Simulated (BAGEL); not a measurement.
# CF+ (SMILES [C+]F): NEVPT2(10,8)/6-31G(d) (density fitting with cc-pvqz-jkfit, spherical functions)

Aim: the vertical singlet–triplet gap of CF+ at NEVPT2(10,8)/6-31G* (density fitting with cc-pvqz-jkfit, spherical functions), from 2 runs. 

The calculation is run with BAGEL 1.2.2.

2 further runs of the same task are left out: 2 set aside as unsound or not needed.

### 1 The molecule

The species is CF+ (2 atoms), meant as a singlet with charge +1. SMILES: `[C+]F`. The shape is that of a PBE0-D4/def2-TZVP optimisation.

Bond lengths: C1–F2 1.153 Å.

### 2 A single-point energy at NEVPT2(10,8)/6-31G(d) (density fitting with cc-pvqz-jkfit, spherical functions)

The input, job.json:

```json
{ "bagel" : [

{
  "title" : "molecule",
  "basis" : "6-31gs.json",
  "df_basis" : "cc-pvqz-jkfit",
  "angstrom" : true,
  "geometry" : [
    { "atom" : "C", "xyz" : [    0.492270,   -0.160830,    0.253170 ] },
    { "atom" : "F", "xyz" : [   -0.492270,    0.160830,   -0.253170 ] }
  ]
},
{
  "title" : "hf",
  "charge" : 1
},
{
  "title" : "casscf",
  "nstate" : 1,
  "nact" : 8,
  "nclosed" : 2,
  "charge" : 1,
  "maxiter" : 200,
  "natocc" : true
},
{
  "title" : "nevpt2",
  "nstate" : 1,
  "nact" : 8,
  "nclosed" : 2,
  "charge" : 1,
  "maxiter" : 200,
  "natocc" : true,
  "ncore" : 2
},
{
  "title" : "print",
  "file" : "orbitals.molden",
  "orbitals" : true
}

]}
```

The basis set 6-31G* is read from a file made from the Basis Set Exchange's data (not shown).

Command:

```bash
$ BAGEL_NUM_THREADS=1 BAGEL job.json > job.out
```

Standard output:

```text
* using 1 threads per process

  ===============================================================
  ===============================================================

  *** Geometry ***

  { "atom" : "C", "xyz" : [      0.930255,     -0.303925,      0.478422 ] },
  { "atom" : "F", "xyz" : [     -0.930255,      0.303925,     -0.478422 ] },

  Number of auxiliary basis functions:      212

  Since a DF basis is specified, we compute 2- and 3-index integrals:
    o Being stored without compression. Storage requirement is 0.001 GB

  Number of basis functions:       28
  Number of electrons      :       15

    * METHOD: MOLECULE                             0.04

  *** RHF ***

  === Nuclear Repulsion ===
    24.7859488034

      * DIIS with orbital gradients will be used.

  === RHF iteration (6-31gs.json) ===
      0       -136.76626065          0.03855938           0.00
      1       -136.81630699          0.02663559           0.00
      2       -136.84499929          0.00255693           0.00
      3       -136.84552269          0.00060897           0.00
      4       -136.84557120          0.00012617           0.00
      5       -136.84557312          0.00002320           0.00
      6       -136.84557318          0.00000287           0.00
      7       -136.84557318          0.00000020           0.00
      8       -136.84557318          0.00000006           0.00
      9       -136.84557318          0.00000001           0.00
     10       -136.84557318          0.00000000           0.00
    * SCF iteration converged.

    * Permanent dipole moment:
           (   -0.450477,     0.147176,    -0.231676) a.u.

    * METHOD: HF                                   0.06

  ---------------------------
      CASSCF calculation
  ---------------------------

    * nstate   :      1
    * nclosed  :      2
    * nact     :      8
    * nvirt    :     18
  === CASSCF iteration (6-31gs.json) ===

    * Using the second-order algorithm

      0  0      -136.90057704     1.22e-02      0.05

      1  0      -136.94820830     8.40e-03      0.06

      2  0      -136.96383751     3.44e-03      0.05

      3  0      -136.96734435     1.76e-03      0.04

      4  0      -136.96877518     1.06e-03      0.04

      5  0      -136.96936569     7.06e-04      0.04

      6  0      -136.96957970     4.64e-04      0.04

      7  0      -136.96965023     2.89e-04      0.03

      8  0      -136.96967222     1.70e-04      0.04

      9  0      -136.96967886     9.71e-05      0.03

     10  0      -136.96968084     5.41e-05      0.04

     11  0      -136.96968142     2.97e-05      0.03

     12  0      -136.96968159     1.62e-05      0.04

     13  0      -136.96968164     8.79e-06      0.04

     14  0      -136.96968165     4.75e-06      0.04

     15  0      -136.96968166     2.57e-06      0.03

     16  0      -136.96968166     1.39e-06      0.03

     17  0      -136.96968166     7.49e-07      0.03

     18  0      -136.96968166     4.04e-07      0.04

     19  0      -136.96968166     2.18e-07      0.04

     20  0      -136.96968166     1.18e-07      0.03

     21  0      -136.96968166     6.34e-08      0.03

     22  0      -136.96968166     3.42e-08      0.03

     23  0      -136.96968166     1.85e-08      0.03

     24  0      -136.96968166     1.00e-08      0.03

    * Second-order optimization converged. *

     guess   0:   closed 11111...             open ........

  === FCI iteration ===

      0  0      -136.84038333     1.15e-02      0.00
      1  0      -136.95596306     4.41e-03      0.00
      2  0      -136.96814625     1.41e-03      0.00
      3  0      -136.96961037     2.85e-04      0.00
      4  0      -136.96967556     9.22e-05      0.00
      5  0      -136.96968141     1.78e-05      0.00
      6  0      -136.96968164     4.02e-06      0.00
      7  0      -136.96968166     1.02e-06      0.00
      8  0      -136.96968166     2.65e-07      0.00
      9  0      -136.96968166     6.37e-08      0.00
     10  0      -136.96968166     1.48e-08      0.00
     11  0      -136.96968166     3.27e-09      0.00
     12  0      -136.96968166     8.02e-10      0.00
     13  0      -136.96968166     1.99e-10      0.00
     14  0 *    -136.96968166     5.09e-11      0.00

     * ci vector, state   0, <S^2> = -0.0000
       22222...     0.9781610418
       2222..2.    -0.0590111986
       222.22..    -0.0590111986
       22.22..2    -0.0562332598

    * METHOD: CASSCF                               0.96

    * freezing 2 orbitals

  === DF-NEVPT2 calculation ===

    * 3-index integral transformation done
    * assembly done

      NEVPT2 correlation energy:   -0.1161332815      0.01

          (+0)      0.0000000000
          (+0)'     0.0000000000
          (+1)      0.0000000000
          (+1)'     0.0000000000
          (+2)      0.0000000000
          (-1)      0.0000000000
          (-1)'    -0.0552067933
          (-2)     -0.0609264882

      NEVPT2 total energy:       -137.0858149397

    * METHOD: NEVPT2                              10.48

    * METHOD: PRINT                                0.00

  ===============================================================
```

It took 12 s on 1 thread of AMD EPYC 7R43 (Zen 3), shared host; peak memory 0.51 GiB.

### 3 The triplet, same level

The input, job.json:

```json
{ "bagel": [

{
  "title": "molecule",
  "basis": "6-31gs.json",
  "df_basis": "cc-pvqz-jkfit",
  "angstrom": true,
  "geometry": [
    { "atom": "C", "xyz": [       0.492270,      -0.160830,       0.253170 ] },
    { "atom": "F", "xyz": [      -0.492270,       0.160830,      -0.253170 ] }
  ]
},

{
  "title": "hf",
  "charge": 1
},

{
  "title": "casscf",
  "nstate": 1,
  "nact": 8,
  "nclosed": 2,
  "charge": 1,
  "nspin": 2,
  "maxiter": 200,
  "natocc": true
},

{
  "title": "nevpt2",
  "nstate": 1,
  "nact": 8,
  "nclosed": 2,
  "charge": 1,
  "nspin": 2,
  "maxiter": 200,
  "natocc": true,
  "ncore": 2
},

{
  "title": "print",
  "file": "orbitals.molden",
  "orbitals": true
}

]}
```

The basis set 6-31G* is read from a file made from the Basis Set Exchange's data (not shown).

Command:

```bash
$ BAGEL_NUM_THREADS=1 BAGEL job.json > job.out
```

Standard output:

```text
* using 1 threads per process

  ===============================================================
  ===============================================================

  *** Geometry ***

  { "atom" : "C", "xyz" : [      0.930255,     -0.303925,      0.478422 ] },
  { "atom" : "F", "xyz" : [     -0.930255,      0.303925,     -0.478422 ] },

  Number of auxiliary basis functions:      212

  Since a DF basis is specified, we compute 2- and 3-index integrals:
    o Being stored without compression. Storage requirement is 0.001 GB

  Number of basis functions:       28
  Number of electrons      :       15

    * METHOD: MOLECULE                             0.03

  *** RHF ***

  === Nuclear Repulsion ===
    24.7859488034

      * DIIS with orbital gradients will be used.

  === RHF iteration (6-31gs.json) ===
      0       -136.76626065          0.03855938           0.00
      1       -136.81630699          0.02663559           0.00
      2       -136.84499929          0.00255693           0.00
      3       -136.84552269          0.00060897           0.00
      4       -136.84557120          0.00012617           0.00
      5       -136.84557312          0.00002320           0.00
      6       -136.84557318          0.00000287           0.00
      7       -136.84557318          0.00000020           0.00
      8       -136.84557318          0.00000006           0.00
      9       -136.84557318          0.00000001           0.00
     10       -136.84557318          0.00000000           0.00
    * SCF iteration converged.

    * Permanent dipole moment:
           (   -0.450477,     0.147176,    -0.231676) a.u.

    * METHOD: HF                                   0.06

  ---------------------------
      CASSCF calculation
  ---------------------------

    * nstate   :      1
    * nclosed  :      2
    * nact     :      8
    * nvirt    :     18
  === CASSCF iteration (6-31gs.json) ===

    * Using the second-order algorithm

      0  0      -136.70649043     2.87e-02      0.03

      1  0      -136.76302775     4.37e-03      0.03

      2  0      -136.78493349     1.95e-03      0.04

      3  0      -136.78641980     9.84e-04      0.03

      4  0      -136.78655974     4.82e-04      0.03

      5  0      -136.78658045     2.20e-04      0.03

      6  0      -136.78658384     9.87e-05      0.03

      7  0      -136.78658442     4.40e-05      0.03

      8  0      -136.78658453     1.96e-05      0.03

      9  0      -136.78658455     8.71e-06      0.03

     10  0      -136.78658455     3.87e-06      0.03

     11  0      -136.78658455     1.72e-06      0.03

     12  0      -136.78658455     7.62e-07      0.03

     13  0      -136.78658455     3.38e-07      0.03

     14  0      -136.78658455     1.50e-07      0.03

     15  0      -136.78658455     6.62e-08      0.03

     16  0      -136.78658455     2.93e-08      0.03

     17  0      -136.78658455     1.30e-08      0.03

     18  0      -136.78658455     5.74e-09      0.03

    * Second-order optimization converged. *

     guess   0:   closed 1111....             open ....11..

  === FCI iteration ===

      0  0      -136.70231146     1.10e-02      0.00
      1  0      -136.77802678     3.82e-03      0.00
      2  0      -136.78571550     1.15e-03      0.00
      3  0      -136.78654304     2.50e-04      0.00
      4  0      -136.78658015     7.76e-05      0.00
      5  0      -136.78658398     2.60e-05      0.00
      6  0      -136.78658443     1.20e-05      0.00
      7  0      -136.78658453     5.33e-06      0.00
      8  0      -136.78658455     1.65e-06      0.00
      9  0      -136.78658455     4.37e-07      0.00
     10  0      -136.78658455     1.76e-07      0.00
     11  0      -136.78658455     5.63e-08      0.00
     12  0      -136.78658455     1.66e-08      0.00
     13  0      -136.78658455     4.58e-09      0.00
     14  0      -136.78658455     1.22e-09      0.00
     15  0      -136.78658455     3.24e-10      0.00
     16  0 *    -136.78658455     8.18e-11      0.00

     * ci vector, state   0, <S^2> = 2.0000
       2222aa..     0.9828808827
       222.aa2.    -0.0919319691
       22.2aa.2    -0.0557762279
       22abaaab     0.0513887077

    * METHOD: CASSCF                               0.61

    * freezing 2 orbitals

  === DF-NEVPT2 calculation ===

    * 3-index integral transformation done
    * assembly done

      NEVPT2 correlation energy:   -0.1292388456      0.01

          (+0)      0.0000000000
          (+0)'     0.0000000000
          (+1)      0.0000000000
          (+1)'     0.0000000000
          (+2)      0.0000000000
          (-1)      0.0000000000
          (-1)'    -0.0601977684
          (-2)     -0.0690410772

      NEVPT2 total energy:       -136.9158233962

    * METHOD: NEVPT2                               7.25

    * METHOD: PRINT                                0.00

  ===============================================================
```

Wall time 8.4 s (1 thread of AMD EPYC 7R43 (Zen 3), shared host); peak memory 0.49 GiB.

### 4 Results

At NEVPT2(10,8)/6-31G* (density fitting with cc-pvqz-jkfit, spherical functions), 2 core orbitals frozen:

```
                                        quantity          value
                           singlet: total energy  -137.08581 Eh
                           triplet: total energy  -136.91582 Eh
vertical energy of the triplet above the singlet       4.626 eV
```

What this shows: At this shape the triplet lies 4.63 eV (446 kJ/mol) above the singlet.
